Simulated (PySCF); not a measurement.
**Calibrating a computed proton affinity (−ΔH)**

These are calculated values, ωB97X-D3(BJ)/def2-TZVP in PySCF (grid level 2) at geometries from PBE0-D3(BJ)/def2-SVP. ωB97X-D3(BJ) is ωB97X-V with D3(BJ) in place of VV10. Thermal corrections: PBE0-D3(BJ)/def2-SVP frequencies, unscaled, ideal gas at 298.15 K and 1 bar, quasi-RRHO entropy.

```csv
molecule,computed / kJ/mol,measured / kJ/mol
`CS(=O)(=O)O` (CH4O3S),764,761
"2-methyl-1-propanol, `CC(C)CO` (C4H10O)",800,794
"2-butanone, `CCC(C)=O` (C4H8O)",843,827
`COC(C)=S` (C3H6OS),867,846
"dimethyl sulfoxide, `CS(C)=O` (C2H6OS)",900,?
`CP(C)(C)=O` (C3H9OP),938,910
```

Task: Fit a straight line to the complete rows and predict the measured value of dimethyl sulfoxide, `CS(C)=O` (C2H6OS).

Result: measured = 114.4 + 0.8466·computed (5 points, rms 2 kJ/mol, correlation 0.999). At 900 this gives 876 kJ/mol; the measured value is 884 kJ/mol, so the fit is off by 8.

Measured values: NIST Chemistry WebBook, evaluated or the median of agreeing entries.

trimethylphosphine oxide: the gap is larger than usual, and may come from another state, site, conformer or species, from the functional or basis, or from an outlying measurement.

(dimethyl sulfoxide) Hardware: 1 thread of Arm Neoverse V2, shared with other jobs. Command: `OMP_NUM_THREADS=1 python redox_run.py task.json out`. Structures, frequencies and single points: 3 min.
